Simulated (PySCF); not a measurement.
Ionisation energies (eV) were calculated with PySCF 2.14 by LDA, PBE0, MP2 (valence), in another order, as differences of total energies without spin-orbit coupling. The measured values are between term centres (NIST).

```csv
species,measured,A,B,C
"Ar (x2c-TZVPPall, spin-free X2C)",15.819,15.694,15.962,15.671
"Ti (x2c-TZVPPall, spin-free X2C)",6.828,6.584,6.941,6.351
"Ge+ (x2c-TZVPPall, spin-free X2C)",15.789,15.762,15.850,15.437
"Ge (x2c-TZVPPall, spin-free X2C)",7.925,7.920,8.007,7.758
"Sr (x2c-TZVPPall, spin-free X2C)",5.695,5.622,5.882,5.245
"Sn+ (x2c-TZVPPall, spin-free X2C)",14.282,14.240,14.389,13.906
"Xe (x2c-TZVPPall, spin-free X2C)",12.565,12.458,12.694,12.302
"Ir (x2c-TZVPPall, spin-free X2C)",8.926,8.728,9.439,8.610
```

Task: Which column is which method?

Result: A is PBE0 (mean error -0.10 eV); B is LDA (mean error 0.17 eV); C is MP2 (valence) (mean error -0.32 eV). PBE0, with a quarter of exact exchange, lies close to experiment on average. LDA overbinds the outer electron and comes out highest. Valence MP2 in a finite basis recovers only part of the missing correlation, so it stays below experiment on average.
